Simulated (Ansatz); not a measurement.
Rock-salt SrO, relaxed in Ansatz (plane waves) with several semilocal functionals. Each gives its own volume and its own bulk modulus:

| level | V0 (Å³/atom) | bulk modulus B0 (GPa) | ln V0 | ln B0 |
|---|---|---|---|---|
| LDA | 16.235 | 104.4 | 2.7872 | 4.6482 |
| PBEsol | 16.800 | 93.88 | 2.8214 | 4.5420 |
| PBE | 17.525 | 84.58 | 2.8636 | 4.4377 |

Fit a straight line to ln B0 against ln V0. What does it predict for r²SCAN, whose volume is 17.171 Å³/atom?

With x = ln V0 and y = ln B0: means 2.82407 and 4.54263; Σ(Δx Δy) = -0.008039, Σ(Δx²) = 0.002929, so the slope is -2.74. At x = 2.8432 the line gives y = 4.54263 + (-2.74) × (2.8432 − 2.82407) = 4.4902, or 89.14 GPa. The run with r²SCAN gives 93.59 GPa, +5.0 % from the line. The rows used scatter about it by up to 0.8 %, while the largest value lies 23 % above the smallest. For comparison, PBE's own equation of state has B′ = 4.5, the slope −d ln B/d ln V at a fixed functional; the two needn't agree, since functionals also differ at one volume.

Measured: 91 GPa (measured, 300 K, no zero-point or thermal correction; as tabulated in Santana et al. (2016), arXiv:1608.06321).

Ansatz's density-functional and Hartree–Fock values are scalar-relativistic unless marked +SOC, with PAW data made under PBE.

Ansatz is a program for electronic structure.
